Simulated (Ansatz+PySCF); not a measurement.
Two shapes of singlet CH₄.

Shape 1:

```xyz
5

C     0.0000    0.0000    0.0000
H     0.5706    0.5706    0.5706
H     0.6340   -0.6340   -0.6340
H    -0.6340    0.6340   -0.6340
H    -0.6340   -0.6340    0.6340
```

Shape 2:

```xyz
5

C     0.0000    0.0000    0.0000
H     0.6657    0.6657    0.6657
H     0.6340   -0.6340   -0.6340
H    -0.6340    0.6340   -0.6340
H    -0.6340   -0.6340    0.6340
```

Basis set: 6-31G (spherical functions). Frozen core: 1 orbital. Charge 0, multiplicity 1.

Computed with Ansatz (development build ahead of 0.2.0); each method stands on the lowest determinant of its kind that the runs found.

(1) Which shape is lower in energy, and by how much in each method?

Answers

(1)

| method | E(2) − E(1) (eV) |
| --- | --- |
| RHF-MP2 | -0.194 |
| RHF-CCSD | -0.218 |
| UHF-CCSD(T) | -0.223 |
| full CI (lowest root of this spin) | -0.223 |
| PBE0 (restricted) | -0.173 |

Shape 2 is lower.
